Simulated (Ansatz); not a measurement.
Wavefunction ladder for `O=C=CF`

```xyz
5

O    -0.1530   -0.3734    1.9260
C    -0.0562   -0.1554    0.7920
C     0.0977    0.0798   -0.4935
F    -0.9339    0.5194   -1.2379
H     1.0454   -0.0704   -0.9866
```

The species carries charge 0 and has multiplicity 1. Geometry: relaxed with PBE0-D4/def2-TZVP. Frozen core, restricted reference, Ansatz. CBS rows extrapolate triple and quadruple zeta; past MP2 they add the triple-zeta difference.

```csv
basis,HF (Eh),MP2 corr.
def2-SVP,-250.34551,-0.61145
def2-TZVPP,-250.65434,-0.77399
def2-QZVPP,-250.66541,-0.83596
```

Problem. Estimate the CCSD correlation energy and the (T) correction in each basis where they were run (hartree).

Solution. 
```csv
basis,CCSD corr.,(T)
def2-SVP,-0.62601,-0.01993
def2-TZVPP,-0.78048,-0.03321
CBS(def2),-0.88836,as TZ
```
